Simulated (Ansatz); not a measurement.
# AlNH (quartet): from Hartree-Fock to the top rungs, def2-TZVPP

The task here is to estimate one member of a computed series from the others.

Method: def2-TZVPP, core rule «outside noble gas», up to 6 orbitals frozen; program: Ansatz 0.2.0, Gaussian basis.

Plan: UHF; ROHF; CCSD(T) on UHF.

**The geometry**

The geometry is a PBE0/def2-TZVP stationary point (not a proven minimum).

3 atoms, charge 0, spin multiplicity 4.

Atoms are counted from 1 here; the program's logs count them from 0.

Bond lengths: Al1–N2 1.909 Å, N2–H3 1.029 Å. Angles: Al1–N2–H3 108.4°.

As a file:

```xyz
3
charge 0, multiplicity 4
Al    0.00000   -0.03189    0.68995
N     0.00000    0.12087   -1.21290
H     0.00000   -0.82612   -1.61427
```

Set-up of the first run:

in.yaml

```yaml
crystal:
  periodic: [false, false, false]
  atoms:
    - {symbol: Al, position_ang: [0.000000, -0.031887, 0.689947]}
    - {symbol: N, position_ang: [0.000000, 0.120874, -1.212902]}
    - {symbol: H, position_ang: [0.000000, -0.826124, -1.614269]}
basis:
  gaussian: {orbitals: def2-TZVPP}
magnetization: {spin_polarized: true, initial_magnetization: 3}
hamiltonian: {xc: hf}
output: {orbitals: {seedname: orbitals}}
```

Command:

```
$ ansatz run in.yaml --threads 1 --pin off --events-out ev --progress --plain --max-ram 3968MiB --backend cpu
```

Steps of the session up to this table: UHF; ROHF; CCSD(T) on UHF.

One of the session's tables, all rows but one given; the rest of the session is left out.

```
  method  from UCCSD(T) (meV)
    ROHF              +6507.1
     UHF              +6323.1
    UMP2               +819.1
   UCCSD                    ?
UCCSD(T)                    0
```

Estimate the missing values for UCCSD.

As computed: from UCCSD(T) (meV): +249.7. In the column «from UCCSD(T) (meV)» it lies between UCCSD(T) (0) and UMP2 (+819.1).

With the free atoms at the same levels and basis (separate runs), the atomisation energy is 4.194 eV at UCCSD(T), 2.383 eV at ROHF.
